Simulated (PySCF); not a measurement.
# Reproducing measurements on cyclopentane

**The experiment to reproduce.**

From NIST CCCBDB Release 22 (SRD 101), experimental polarizabilities, for the gas: mean polarisability 9.17 Å³.

The results are set against them at the end.

Compound: cyclopentane, C₅H₁₀.
SMILES with atom numbers: `[CH2:1]1[CH2:2][CH2:3][CH2:4][CH2:5]1` (hydrogens: H6, H7 on C1; H8, H9 on C2; H10, H11 on C3; H12, H13 on C4; H14, H15 on C5)

Geometry (GFN2-xTB, Å), atoms numbered from 1 in this order:
```
atom  x, y, z in Å
C1     0.4447    0.8483    0.8433
C2     1.2684   -0.1766    0.0639
C3     0.2368   -1.1480   -0.5370
C4    -1.1353   -0.4712   -0.3695
C5    -0.8225    0.9771    0.0054
H6     0.1951    0.4581    1.8315
H7     0.9691    1.7948    0.9688
H8     1.9938   -0.6877    0.6954
H9     1.8163    0.3279   -0.7334
H10    0.2563   -2.1084   -0.0223
H11    0.4544   -1.3354   -1.5882
H12   -1.6902   -0.9459    0.4410
H13   -1.7393   -0.5407   -1.2731
H14   -0.6117    1.5616   -0.8917
H15   -1.6404    1.4541    0.5439
```

Runs made with PySCF (gas phase, on this GFN2-xTB geometry; no spin–orbit coupling):

```tsv
level	job	basis functions	wall time
CAM-B3LYP/def2-SVPD	8 singlets by full TDDFT, 3 Tamm–Dancoff triplets, polarisability	180	21 s
```

Hardware: one thread of an Arm Neoverse V2, no GPU (shared host).

Results beside the measurements:

**Mean polarisability.** Measured: 9.17 Å³ (NIST CCCBDB Release 22 (SRD 101), experimental polarizabilities).

```json
{"level": "CAM-B3LYP/def2-SVPD", "computed (Å³)": "8.47", "computed − measured (Å³)": "-0.70", "% (from the printed values)": "-8"}
```

The computed values are static and purely electronic, with core orbitals frozen in the response (1 au = 0.148185 Å³). The table of measured values doesn't say here whether a value is static or optical, or holds a vibrational part.

The geometry is computed, not the measured one. Where a level misses, the cause wasn't examined.
